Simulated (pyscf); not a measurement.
Optimised with ωB97X-D3(BJ)/def2-SVP in PySCF. MP2 and CC: frozen core, UHF for open shells. ΔMP2 is the change of the MP2 total energy from the triple- to the quadruple-zeta basis.

Question: How much does it cost (ΔH, 298 K, CCSD(T)/def2-TZVPP + ΔMP2(QZVPP)) to split `[OH][SiH]([OH])[SH]` at its S–Si bond into HO–SiH•–OH + SH•?

Answer: S–Si to HO–SiH•–OH + SH•: 95.0 kcal/mol. Other isomers of HO–SiH•–OH were not searched in full and may lie lower. The CCSD(T) − MP2 part came from Ansatz, without density fitting, on the same reference. Left out: the spin-orbit lowering of SH.
